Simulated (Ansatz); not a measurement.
We consider zinc-blende HgTe, described by RPBE (PAW; Ansatz, an electronic-structure program).

Numerical settings: plane-wave cutoff 520 eV, 10×10×10 k mesh, Fermi–Dirac smearing 0.01 eV, scalar-relativistic PAW data made under PBE.

Pressure at four volumes; x = ln(V/38.547 Å³). One pressure is withheld.

| V (Å³/atom) | x | P (GPa) |
|---|---|---|
| 36.234 | -0.0619 | ? |
| 37.005 | -0.0408 | 1.294 |
| 38.547 | 0.0000 | 0.002 |
| 40.860 | 0.0583 | -1.419 |

Problem. Pass a parabola P(x) through the three rows shown, estimate the bulk modulus and its pressure derivative near zero pressure, and predict the withheld pressure.

Solution. Slopes between the rows: (0.002 − (1.294))/(0.0000 − (-0.0408)) = -31.67 and (-1.419 − (0.002))/(0.0583 − (0.0000)) = -24.37 GPa. Their difference over the span 0.0991 is c = 7.30/0.0991 = 73.7 GPa, so P(x) = 1.294 + (-31.67)(x − (-0.0408)) + 73.7 (x − (-0.0408))(x − (0.0000)). At the middle row B = −dP/dx = −[-31.67 + 73.7 × 0.0408] = 28.7 GPa, and B′ = dB/dP = 2c/B = 5.1. At x = -0.0619 the parabola gives 2.058 GPa; the run gives 2.072 GPa. The Birch–Murnaghan fit to the energies at all volumes has B0 = 28.4 GPa and B′ = 5.3.

Measured, for comparison: bulk modulus 42.3 GPa (temperature not stated, no zero-point or thermal correction; as tabulated in Toher et al. (2017), arXiv:1611.05714). Computed (rounded) less measured: bulk modulus -33 %.

Note: the cell is over a tenth larger than the published one: the level's own overestimate first of all, though another phase or state, or a fault of the published cell, is possible.

Spin–orbit coupling is not included; it can open a gap where bands touch, and shift volumes and moduli.
